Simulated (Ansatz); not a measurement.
Gas-phase electronic energies from Ansatz, PBE0-D4/def2-TZVP geometries. CCSD(T)/CBS adds triple-zeta CCSD(T) − MP2 to the extrapolated MP2 energy (def2 sets, frozen cores). This one scheme is used for every species. DFT in def2-TZVPP. Open shells (•) are unrestricted, without spin–orbit coupling. Each species was taken in one conformer, which may not be the lowest.

`O[SiH2]S` + `[SiH3]`• → `O[SiH2][S]`• + SiH₄  (hydrogen abstraction from the S–H bond)

CCSD(T)/CBS gives -9.0 kJ/mol.

Task: Another level gave -21.8 kJ/mol. Which?
A. LDA (SPW92)/def2-TZVPP
B. BHLYP-D4/def2-TZVPP
C. ωB97M-V/def2-TZVPP
D. r2SCAN0-D4/def2-TZVPP

Result: B. BHLYP-D4 -21.8, ωB97M-V -12.6, r2SCAN0-D4 -6.1, LDA (SPW92) 7.1 kJ/mol.

Task: What do rigid-rotor, harmonic-oscillator terms from PBE0-D4/def2-TZVP frequencies (298.15 K, 1 bar) make of the CCSD(T)/CBS value? (Estimate.)

Result: Ansatz gave: ΔZPE = +1.8 kJ/mol, ΔH = -8.2 kJ/mol, ΔS = -13 J/(mol·K), ΔG = -4.2 kJ/mol. Open shells count their whole term as degenerate.

Largest T1 diagnostic among the species: 0.015.

From BLYP to BHLYP (50 % exact exchange), in def2-TZVPP and without D4, ΔE moves by −6.9 kJ/mol. At CCSD(T), def2-SVP lies −5.6 kJ/mol from the extrapolated value and def2-TZVPP −1.9 kJ/mol. Leaving LDA and LC-ωPBE aside and taking each functional with its dispersion term where it has one, the values, not all of them listed here, spread over 21.2 kJ/mol, from BHLYP-D4 to PBE-D4. LDA lies +8.6 kJ/mol from PBE without D4.
